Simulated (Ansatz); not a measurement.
Ideal-gas functions of CH₃N (`C=N`) at 600 K and 1 bar, from an Ansatz frequency run at PBE0-D4/def2-TZVP.

Molar mass 29.04 g/mol, point group Cs (symmetry number 1), electronic degeneracy 1, moments of inertia 2.55, 14.352, 16.902 u Å². Harmonic wavenumbers (cm⁻¹, unscaled): 1071, 1106, 1172, 1368, 1491, 1738, 3034, 3132, 3464.

Use S(trans) = R[1.5 ln M + 2.5 ln T − 1.1517]; rotational temperatures θ = 24.2544 K / I; S(rot) = R[ln(√π/σ · √(T³/θAθBθC)) + 1.5]; for each mode x = 1.438777 ν̃/T, S = R[x/(eˣ − 1) − ln(1 − e⁻ˣ)] and H = RT x/(eˣ − 1); 1 cm⁻¹ = 0.0119627 kJ/mol; R = 8.31446 J/(mol·K).

**Question.** By hand: the entropy, in J/(mol·K).

**Answer.** Translation 165.4. Rotation: θ = 9.5115, 1.69, 1.435 K, giving 84.0. Vibration, mode by mode: 2.44, 2.28, 2.01, 1.38, 1.09, 0.67, 0.05, 0.04, 0.02, in all 10.0. Electronic 0.0. Sum 259.4 J/(mol·K).

**Question.** By hand: H − E and G − E in kJ/mol, counted from the electronic energy.

**Answer.** Zero-point energy ½ × 17576 × 0.0119627 = 105.1; thermal vibration 4.5; translation, rotation and pV give 4 RT = 20.0. H − E = 129.6 kJ/mol, and G − E = 129.6 − 600 × 259.4/1000 = -26.0 kJ/mol.

Vibration gives 4 % of the entropy.
